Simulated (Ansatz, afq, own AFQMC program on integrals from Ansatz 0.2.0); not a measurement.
## SiHCl$_{2}$, doublet: AFQMC among the cluster methods

```
atom    x (Å)    y (Å)    z (Å)
  Si  -0.0531  -0.0177   0.0779
  Cl   0.0208   1.9676  -0.4814
  Cl  -0.4829  -1.2029  -1.5564
   H  -1.1584  -0.1799   1.0742
```

Connectivity, by distances: Cl–SiH–Cl.

Basis def2-TZVP. Noble-gas cores (and the filled d shells of Ga–Kr and In–Xe) are frozen. AFQMC by an in-house program on the Cholesky factors that Ansatz 0.2.0 writes for its CCSD(T) run. ph-AFQMC/CISD is guided by a CISD state made of CCSD amplitudes; releasing the constraint for a short imaginary time cuts its bias at the price of noise, slowly where states lie close. ± is one standard error of the sampling.

Determinant: UHF, the one that the program's search chose, which needn't be the lowest solution. The geometry is a PBE0/def2-SVP stationary point of this or a neighbouring charge and spin state.

No full CI on the walks' own integrals is used here. The released AFQMC energy serves as the reference, which it does only where one determinant dominates, the energy is flat over the last release times and near the phaseless one (40 meV or 2 meV an electron, half that with transition metals). On small molecules, where full CI could be run and the noise was under 10 meV, such values lay within 10 meV of it in 19 cases of 20, a flattering rate, since the rule was set on those same cases; what remains of the bias isn't in the error bar.

Cautions: the released value is read at 1.50 1/Eh with a noise of 12 meV, more than in the cases checked (meV from the phaseless value at times in 1/Eh: -5 ± 7 at 0.24, -2 ± 8 at 0.51, -12 ± 8 at 0.99, -16 ± 12 at 1.50).

The T1 diagnostic is 0.0126. The weight of the determinant in the CISD state is 0.815, the ⟨S²⟩ of the determinant is 0.755 and the size of the correlated space is 19 electrons in 102 orbitals.

Q: Estimate: order these by the size of their error in total energy against AFQMC with the constraint released, smallest first.
A. CCSD(T)
B. phaseless AFQMC with a CISD trial
C. MP2
D. CCSD

A: B (1.6 ± 1.4 kJ/mol), A (7.6 ± 1.1 kJ/mol), D (65.1 ± 1.1 kJ/mol), C (180.4 ± 1.1 kJ/mol).

Reference: AFQMC with the constraint released, correlation energy -14.462 ± 0.012 eV.

Released energies are given only where the last usable release times agree within the noise; a slower fall can still hide under it.
